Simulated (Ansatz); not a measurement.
Relaxed structures of CH$_{5}$OS (charge +1), closed shell (PBE0-D4/def2-TZVP; forces vanish, vibrations not checked; lower isomers may exist, and structures with a doubtful reference or unclear bonds are left out; Å). Program: Ansatz 0.2.0. Basis: def2-TZVPP. Cores are frozen in the correlated methods.

Question: Rank them by CCSD(T) energy, lowest first, and give each one's height above the lowest. Links in brackets join atoms within 1.22 times the sum of their covalent radii (1.1 for two metals). (An estimate is asked for; the value comes from the calculation.)
A.
CH₅OS ([CH3][S][OH2]), total charge +1
```
8
angstrom
C -0.7370 0.8527 -0.4197
S -0.0532 0.1779 1.0569
O 0.9520 -1.1251 0.3216
H -1.3934 0.1565 -0.9394
H 0.0126 1.3102 -1.0634
H -1.3601 1.6578 0.0046
H 0.6706 -2.0231 0.5741
H 1.9084 -1.0069 0.4654
```
B.
CH₅OS ([CH3][O][SH2]), total charge +1
```
8
angstrom
C -0.7060 0.8195 -0.3770
S 0.9329 -1.1308 0.0509
O 0.0319 0.0279 0.6208
H -1.3981 0.1770 -0.9190
H -0.0045 1.3209 -1.0420
H -1.2446 1.5412 0.2309
H 0.5658 -2.1577 0.8631
H 2.0899 -0.9067 0.7291
```
C.
CH₅OS ([OH2][C][SH3]), total charge +1
```
8
angstrom
C 0.0747 0.0039 0.8830
S -0.6388 0.7325 -0.4258
O 0.9757 -1.1488 0.3712
H -1.6521 0.2837 -1.2858
H -0.0989 1.5585 -1.4228
H -1.3391 1.6583 0.2494
H 0.6689 -1.9800 0.7737
H 1.8875 -0.9798 0.6662
```

Answer: Computed: A (0.00 kcal/mol), B (8.11 kcal/mol), C (132.17 kcal/mol). Heights count from the lowest.

T1 diagnostic: at most 0.019.

For scale, one of the runs: CCSD(T)/def2-TZVPP, 174 basis functions, launched by `ansatz run in.yaml --threads 2 --pin off --events-out ev --progress --plain --max-ram 4352MiB`. Hardware: 2 CPU threads of an Arm Neoverse V1, shared host. Wall time 34 s; peak host memory 1.5 GiB.
